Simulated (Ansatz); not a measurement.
# Si₂ (triplet): the correlation ladder, cc-pV(Q+d)Z

One table from this session's results is given with a row withheld; the runs are named, their logs left out.

Computed with Ansatz 0.2.0, Gaussian basis. Level: cc-pV(Q+d)Z, core rule «outside noble gas», up to 10 orbitals frozen.

To be run: UHF; CCSD(T) on ROHF; CCSD(T) on UHF; BCCD(T) on ROHF; CCSDT(Q) on ROHF; CCSDT(Q) on UHF; CASSCF and MRCISD+Q, 8 electrons in 8 orbitals; CASSCF and NEVPT2, 8 electrons in 8 orbitals.

10 further runs of the same task are left out: 1 that didn't finish, 9 set aside as unsound or not needed.

## The geometry

The geometry is an MP2(full)/6-31G* stationary point (not a proven minimum).

2 atoms, charge 0, spin multiplicity 3.

Atoms are counted from 1 here; the program's logs count them from 0.

Bond lengths: Si1–Si2 2.260 Å.

Geometry (Å):

```tsv
atom	x (Å)	y (Å)	z (Å)
Si1	0.0000	0.0000	0.0000
Si2	0.0000	0.0000	2.2601
```

The first run:

Input file in.yaml:

```yaml
crystal:
  periodic: [false, false, false]
  atoms:
    - {symbol: Si, position_ang: [0.000000, 0.000000, 0.000000]}
    - {symbol: Si, position_ang: [0.000000, 0.000000, 2.260108]}
basis:
  gaussian: {orbitals: "cc-pV(Q+d)Z.json"}
magnetization: {spin_polarized: true, initial_magnetization: 2}
hamiltonian: {xc: hf}
output: {orbitals: {seedname: orbitals}}
```

Command:

```sh
ansatz run in.yaml --threads 1 --pin off --events-out ev --progress --plain --max-ram 2764MiB --backend cpu
```

Steps of the session up to this table: UHF; CCSD(T) on ROHF; CCSD(T) on UHF; BCCD(T) on ROHF; CCSDT(Q) on ROHF; CCSDT(Q) on UHF; CASSCF and MRCISD+Q, 8 electrons in 8 orbitals; CASSCF and NEVPT2, 8 electrons in 8 orbitals.

One table of the session follows, with a row left open; its other results are not shown here.

It belongs to the step «Misses and costs». 

```
          method  from UCCSDT(Q) (kcal/mol)
            ROHF                    +135.80
             UHF                    +133.25
            RMP2                     +26.35
            UMP2                     +27.16
           RCCSD                      +9.68
           UCCSD                      +9.54
        RCCSD(T)                      +1.68
        UCCSD(T)                      +1.71
         BCCD(T)                      +1.68
          RCCSDT                      +0.64
          UCCSDT                          ?
       RCCSDT(Q)                      +0.02
       UCCSDT(Q)                          0
  CASSCF valence                    +102.54
  NEVPT2 valence                     +21.83
  MRCISD valence                     +10.10
MRCISD+Q valence                      +0.80
```

**Question.** Estimate the row for UCCSDT.

The run gave: from UCCSDT(Q) (kcal/mol): +0.62. In the column «from UCCSDT(Q) (kcal/mol)» it lies between RCCSDT(Q) (+0.02) and RCCSDT (+0.64).

Limits of these values: Restricted and unrestricted rows rest on different reference determinants; where their highest levels disagree by more than a few hundredths of an eV, they describe different states and don't form one ladder.
